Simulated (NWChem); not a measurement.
System: hydrogen peroxide (H₂O₂); SMILES OO

The following NWChem deck was run.

```
start job
memory heap 200 mb stack 900 mb global 1100 mb
geometry units angstroms noautoz
  O      0.040794    -0.708066    -0.122099
  O     -0.040790     0.708067    -0.122096
  H     -0.758713    -0.939419     0.370136
  H      0.758709     0.939418     0.370134
end
basis spherical
  * library def2-tzvpd
end
dft
  xc slater vwn_5
  iterations 150
  mulliken
end
task dft energy
```

Output (shortened):

```
             Northwest Computational Chemistry Package (NWChem) 7.3.0
             --------------------------------------------------------

 C2  symmetry detected

                             Geometry "geometry" -> ""
                             -------------------------

 Output coordinates in angstroms (scale by  1.889725989 to convert to a.u.)

  No.       Tag          Charge          X              Y              Z
 ---- ---------------- ---------- -------------- -------------- --------------
    1 O                    8.0000     0.06260444    -0.70647211    -0.05469250
    2 O                    8.0000    -0.06260444     0.70647211    -0.05469250
    3 H                    1.0000    -0.72938515    -0.96236521     0.43754000
    4 H                    1.0000     0.72938515     0.96236521     0.43754000

 Effective nuclear repulsion energy (a.u.)      37.3949740223

      Symmetry information
      --------------------

 Group name             C2
 Group number              4
 Group order               2
 No. of unique centers     2

                                 NWChem DFT Module
                                 -----------------

 Summary of "ao basis" -> "ao basis" (spherical)
 ------------------------------------------------------------------------------
       Tag                 Description            Shells   Functions and Types
 ---------------- ------------------------------  ------  ---------------------
 O                         def2-tzvpd               14       40   6s4p3d1f
 H                         def2-tzvpd                5        9   3s2p

      Symmetry analysis of basis
      --------------------------

        a          49
        b          49

            General Information
            -------------------
          SCF calculation type: DFT
          Wavefunction type:  closed shell.
          No. of atoms     :     4
          No. of electrons :    18
           Alpha electrons :     9
            Beta electrons :     9
          Charge           :     0
          Spin multiplicity:     1
          Use of symmetry is: on ; symmetry adaption is: on
          Maximum number of iterations: 150
          AO basis - number of functions:    98
                     number of shells:    38
          Convergence on energy requested:  1.00D-06
          Convergence on density requested:  1.00D-05
          Convergence on gradient requested:  5.00D-04

              XC Information
              --------------
                        Slater Exchange Functional  1.000 local
                      VWN V Correlation Functional  1.000 local

             Grid Information
             ----------------
          Grid used for XC integration:  medium
          Radial quadrature: Mura-Knowles
          Angular quadrature: Lebedev.
          Tag              B.-S. Rad. Rad. Pts. Rad. Cut. Ang. Pts.
          ---              ---------- --------- --------- ---------
          O                   0.60       49          10.0       434
          H                   0.35       45           9.0       434
          Grid pruning is: on
          Number of quadrature shells:    94
          Spatial weights used:  Erf1

      Superposition of Atomic Density Guess
      -------------------------------------

 Sum of atomic energies:        -150.56847693

      Non-variational initial energy
      ------------------------------

 Total energy =    -150.808699
 1-e energy   =    -281.234853
 2-e energy   =      93.031181
 HOMO         =      -0.350077
 LUMO         =       0.000326

      Symmetry analysis of molecular orbitals - initial
      -------------------------------------------------

  Numbering of irreducible representations:

     1 a           2 b

  Orbital symmetries:

     1 a           2 b           3 a           4 b           5 a
     6 b           7 a           8 a           9 b          10 b
    11 a          12 b          13 b          14 a          15 a
    16 a          17 b          18 b          19 a

     ---------------------------------------------
      Total Density - Mulliken Population Analysis
     ---------------------------------------------

    Atom       Charge   Shell Charges
 -----------   ------   -------------------------------------------------------
    1 O    8     8.42   0.79  1.18  0.60  0.95  0.27 -0.01  1.81  1.99  0.78  0.02  0.00  0.03  0.01  0.00
    2 O    8     8.42   0.79  1.18  0.60  0.95  0.27 -0.01  1.81  1.99  0.78  0.02  0.00  0.03  0.01  0.00
    3 H    1     0.58   0.21  0.27  0.07  0.04  0.00
    4 H    1     0.58   0.21  0.27  0.07  0.04  0.00

   convergence    iter        energy       DeltaE   RMS-Dens  Diis-err
 ---------------- ----- ----------------- --------- --------- ---------
 d= 0,ls=0.0,diis     1   -150.4976433458 -1.88D+02  6.23D-03  1.27D+00
 d= 0,ls=0.0,diis     2   -150.5318174906 -3.42D-02  2.87D-03  9.33D-02
 d= 0,ls=0.0,diis     3   -150.5347162095 -2.90D-03  1.26D-03  6.71D-02
 d= 0,ls=0.0,diis     4   -150.5401934463 -5.48D-03  2.68D-04  5.48D-03
 d= 0,ls=0.0,diis     5   -150.5406527161 -4.59D-04  3.62D-05  4.23D-05
  Resetting Diis
 d= 0,ls=0.0,diis     6   -150.5406570078 -4.29D-06  3.48D-06  6.08D-07
 d= 0,ls=0.0,diis     7   -150.5406570586 -5.07D-08  2.22D-06  3.16D-08

         Total DFT energy =     -150.540657058559
      One electron energy =     -282.309356202741
           Coulomb energy =      111.086390426188
    Exchange-Corr. energy =      -16.712665304347
 Nuclear repulsion energy =       37.394974022341

 Numeric. integr. density =       17.999999676349

                  Occupations of the irreducible representations
                  ----------------------------------------------

                     irrep           alpha         beta
                     --------     --------     --------
                     a                 5.0          5.0
                     b                 4.0          4.0

                       DFT Final Molecular Orbital Analysis
                       ------------------------------------

 Vector    7  Occ=2.000000D+00  E=-3.882490D-01  Symmetry=a
              MO Center=  1.9D-15,  4.7D-15, -1.6D-01, r^2= 1.2D+00
   Bfn.  Coefficient  Atom+Function         Bfn.  Coefficient  Atom+Function
  ----- ------------  ---------------      ----- ------------  ---------------
     9      0.252365  1 O  pz                49      0.252365  2 O  pz
    12      0.202230  1 O  pz                52      0.202230  2 O  pz
     8      0.185690  1 O  py                48     -0.185690  2 O  py
    11      0.149958  1 O  py                51     -0.149958  2 O  py
     5     -0.122259  1 O  s                 15      0.122833  1 O  pz

 Vector    8  Occ=2.000000D+00  E=-2.826571D-01  Symmetry=a
              MO Center= -1.9D-15,  1.9D-15,  4.1D-02, r^2= 1.3D+00
   Bfn.  Coefficient  Atom+Function         Bfn.  Coefficient  Atom+Function
  ----- ------------  ---------------      ----- ------------  ---------------
     7      0.307562  1 O  px                47     -0.307562  2 O  px
    10      0.241327  1 O  px                50     -0.241327  2 O  px
    13      0.178613  1 O  px                53     -0.178613  2 O  px
     9      0.135660  1 O  pz                49      0.135660  2 O  pz
    12      0.115251  1 O  pz                52      0.115251  2 O  pz

 Vector    9  Occ=2.000000D+00  E=-2.350054D-01  Symmetry=b
              MO Center=  4.8D-16, -9.7D-15, -8.5D-02, r^2= 1.2D+00
   Bfn.  Coefficient  Atom+Function         Bfn.  Coefficient  Atom+Function
  ----- ------------  ---------------      ----- ------------  ---------------
     9      0.348075  1 O  pz                49     -0.348075  2 O  pz
    12      0.277854  1 O  pz                52     -0.277854  2 O  pz
    15      0.224924  1 O  pz                55     -0.224924  2 O  pz
     5     -0.096661  1 O  s                 45      0.096661  2 O  s
     7      0.091698  1 O  px                47      0.091698  2 O  px

 Vector   10  Occ=0.000000D+00  E=-4.248616D-02  Symmetry=b
              MO Center=  4.3D-14,  1.0D-13,  8.2D-02, r^2= 3.2D+00
   Bfn.  Coefficient  Atom+Function         Bfn.  Coefficient  Atom+Function
  ----- ------------  ---------------      ----- ------------  ---------------
     6      0.620706  1 O  s                 46     -0.620706  2 O  s
     5      0.497237  1 O  s                 14      0.496508  1 O  py
    45     -0.497237  2 O  s                 54      0.496508  2 O  py
    17      0.367071  1 O  py                57      0.367071  2 O  py
     8      0.313797  1 O  py                48      0.313797  2 O  py

 Vector   11  Occ=0.000000D+00  E=-1.859773D-02  Symmetry=a
              MO Center= -7.0D-14, -1.1D-13,  7.6D-01, r^2= 5.5D+00
   Bfn.  Coefficient  Atom+Function         Bfn.  Coefficient  Atom+Function
  ----- ------------  ---------------      ----- ------------  ---------------
     6      1.187844  1 O  s                 46      1.187844  2 O  s
    83     -0.772443  3 H  s                 92     -0.772443  4 H  s
    87     -0.379291  3 H  px                96      0.379291  4 H  px
    89      0.262072  3 H  pz                98      0.262072  4 H  pz
     4     -0.209519  1 O  s                 44     -0.209519  2 O  s

 Vector   12  Occ=0.000000D+00  E= 2.614166D-02  Symmetry=b
              MO Center=  1.6D-14,  1.3D-13,  4.5D-01, r^2= 6.2D+00
   Bfn.  Coefficient  Atom+Function         Bfn.  Coefficient  Atom+Function
  ----- ------------  ---------------      ----- ------------  ---------------
    83      0.599045  3 H  s                 92     -0.599045  4 H  s
     6     -0.391898  1 O  s                 46      0.391898  2 O  s
    16      0.384780  1 O  px                56      0.384780  2 O  px
    87      0.299470  3 H  px                96      0.299470  4 H  px
    89     -0.265117  3 H  pz                98      0.265117  4 H  pz

     ---------------------------------------------
      Total Density - Mulliken Population Analysis
     ---------------------------------------------

    Atom       Charge   Shell Charges
 -----------   ------   -------------------------------------------------------
    1 O    8     8.36   0.78  1.18  0.61  0.91  0.36  0.02  1.87  1.77  0.78  0.03  0.00  0.04  0.00  0.00
    2 O    8     8.36   0.78  1.18  0.61  0.91  0.36  0.02  1.87  1.77  0.78  0.03  0.00  0.04  0.00  0.00
    3 H    1     0.64   0.25  0.33  0.01  0.05  0.01
    4 H    1     0.64   0.25  0.33  0.01  0.05  0.01

     -------------------------------------------
      Total Density - Lowdin Population Analysis
     -------------------------------------------

    Atom       Charge   Shell Charges
 -----------   ------   -------------------------------------------------------
    1 O    8     8.09   0.87  1.09  0.55  0.56  0.25  0.07  1.71  1.78  0.75  0.08  0.00  0.08  0.28  0.01
    2 O    8     8.09   0.87  1.09  0.55  0.56  0.25  0.07  1.71  1.78  0.75  0.08  0.00  0.08  0.28  0.01
    3 H    1     0.91   0.24  0.27  0.08  0.15  0.17
    4 H    1     0.91   0.24  0.27  0.08  0.15  0.17

     Multipole analysis of the density
     ---------------------------------

     L   x y z        total         alpha         beta         nuclear
     -   - - -        -----         -----         ----         -------
     0   0 0 0     -0.000000     -9.000000     -9.000000     18.000000

     1   1 0 0     -0.000000     -0.000000     -0.000000      0.000000
     1   0 1 0      0.000000      0.000000      0.000000      0.000000
     1   0 0 1      0.644204      0.322102      0.322102      0.000000

     2   2 0 0     -7.719251     -5.871410     -5.871410      4.023570
     2   1 1 0      2.320983     -0.082627     -0.082627      2.486236
     2   1 0 1     -0.000000     -0.000000     -0.000000      0.000000
     2   0 2 0     -8.294792    -21.713352    -21.713352     35.131913
     2   0 1 1      0.000000      0.000000      0.000000      0.000000
     2   0 0 2     -9.161130     -5.349670     -5.349670      1.538210
```

Level: LDA (Slater exchange, VWN5)/def2-TZVPD. All runs use the structure optimised with PBE0/def2-SVP.
